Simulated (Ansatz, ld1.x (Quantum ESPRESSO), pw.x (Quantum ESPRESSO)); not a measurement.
**Hf (Z = 72) (diamond): variants of one RRKJ potential in the solid**

Hf, norm-conserving RRKJ (Kleinman–Bylander form), made with ld1.x (Quantum ESPRESSO) 7.5 (PBEsol, scalar-relativistic). Core [Xe] 4f14, reference 5d2 6s1 6p0 (charge +1). Waves: 6p (bound, empty): rc 3.10 bohr; 5d (bound): rc 2.95 bohr; 6s (bound): rc 2.25 bohr. Local part: the s channel. Core correction: none.

Crystal test: diamond Hf in pw.x 7.5, no spin, 8³ k-points, Fermi–Dirac smearing 0.01 Ry, cutoffs set for each file from its atomic test. The reference is all-electron LAPW (Ansatz 0.2.0) with the same functional, mesh and smearing; V0 and B0 come from Birch–Murnaghan fits to the pressures at five volumes. Errors are pseudo minus all-electron; Δ is the rms difference of the E(V) curves that follow from these fits, minima aligned, over ±6 % about the mean V0. Mesh and smearing are coarse, so the numbers serve the comparison and aren't converged zero-temperature values; the lattice is a test structure that the element need not adopt.

All-electron: a0 = 6.385 Å (V0 = 32.54 Å³/atom), B0 = 29.5 GPa.

Base: The largest radius (3.10 bohr) exceeds half the bond length (2.61 bohr), so the spheres overlap, which is one possible source of error among others. This is a poor potential for the solid.

2 further variants are left out: they gave no file fit for a test, a broken result, the same result as the base, or pressures whose basis-set error rivals the error shown.

A dash in a converged row means that the minimum lies outside the volumes sampled.

| change | cutoffs (Ry) | pw.x | a0 (Å) | a0 error (%) | B0 error (%) | Δ (meV/atom) | mean pressure error (GPa) |
| --- | --- | --- | --- | --- | --- | --- | --- |
| base | 40/160 | converged | 6.472 | +1.36 | -4.5 | 8.3 | +1.15 |
| type TM | 40/160 | converged | 6.473 | +1.37 | -3.2 | 8.5 | +1.19 |
| wave 6p (bound): rc 3.10 bohr becomes 6p (bound): rc 3.12 bohr | 40/160 | converged | 6.470 | +1.32 | -4.5 | 8.1 | +1.12 |

Question: Give the row for: reference 5d2 6s0 6p0.

Answer: pw.x: converged; mean pressure error (GPa): -1.36.
